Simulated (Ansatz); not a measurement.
# C4H6O: the cost of one run

Computed with Ansatz 0.2.0, Gaussian basis. Level: functionals in def2-TZVPP, the program's frozen cores in correlated methods.

The runs, in order: PBE-D4, r2SCAN-D4, PBE0-D4, B3LYP-D4, ωB97X-V, ωB97M-V, B2PLYP; CCSD(T)/def2-TZVPP; MP2/def2-QZVPP; extrapolation to the limit.

## Step 1: The relaxed structure

The geometry comes from an earlier relaxation with PBE0-D4 in a triple-zeta def2 set; it is a stationary point, not always the lowest conformer.

SMILES `C=C=COC`, 11 atoms, charge 0, spin multiplicity 1.

Atoms are counted from 1 here; the program's logs count them from 0.

Bond lengths: C1–C2 1.301 Å, C1–H6 1.087 Å, C1–H7 1.087 Å, C2–C3 1.308 Å, C3–O4 1.354 Å, C3–H8 1.085 Å, O4–C5 1.410 Å, C5–H9 1.089 Å, C5–H10 1.095 Å, C5–H11 1.095 Å. Angles: C2–C1–H6 121.7°, C2–C1–H7 121.7°, H6–C1–H7 116.6°, C1–C2–C3 177.5°, C2–C3–O4 127.1°, C2–C3–H8 121.2°, O4–C3–H8 111.7°, C3–O4–C5 115.0°, O4–C5–H9 106.6°, O4–C5–H10 110.9°, O4–C5–H11 110.9°, H9–C5–H10 109.9°, H9–C5–H11 109.9°, H10–C5–H11 108.6°.

## Step 2: PBE-D4 (GGA)

File in.yaml:

```yaml
crystal:
  periodic: [false, false, false]
  atoms:
    - {symbol: C, position_ang: [-0.683264, 0.193091, 1.936644]}
    - {symbol: C, position_ang: [-0.431022, -0.473537, 0.847756]}
    - {symbol: C, position_ang: [-0.198236, -1.189733, -0.221929]}
    - {symbol: O, position_ang: [0.348641, -0.766182, -1.385538]}
    - {symbol: C, position_ang: [0.695434, 0.599659, -1.418890]}
    - {symbol: H, position_ang: [0.048950, 0.279495, 2.735958]}
    - {symbol: H, position_ang: [-1.637095, 0.691279, 2.093237]}
    - {symbol: H, position_ang: [-0.443781, -2.245733, -0.254819]}
    - {symbol: H, position_ang: [1.117783, 0.790077, -2.403971]}
    - {symbol: H, position_ang: [1.434147, 0.834140, -0.644927]}
    - {symbol: H, position_ang: [-0.186257, 1.230543, -1.263022]}
basis:
  gaussian: {orbitals: def2-TZVPP}
hamiltonian: {xc: pbe, dispersion: d4}
output: {forces: true, orbitals: {seedname: orbitals}}
```

Run with:

```
ansatz run in.yaml --threads 4 --pin off --events-out ev --progress --plain --max-ram 10444MiB
```

Q: Estimate wall time and peak memory on 4 threads of AMD EPYC 7R43, shared host.

About 3.1 s, with a peak of 0.27 GiB.
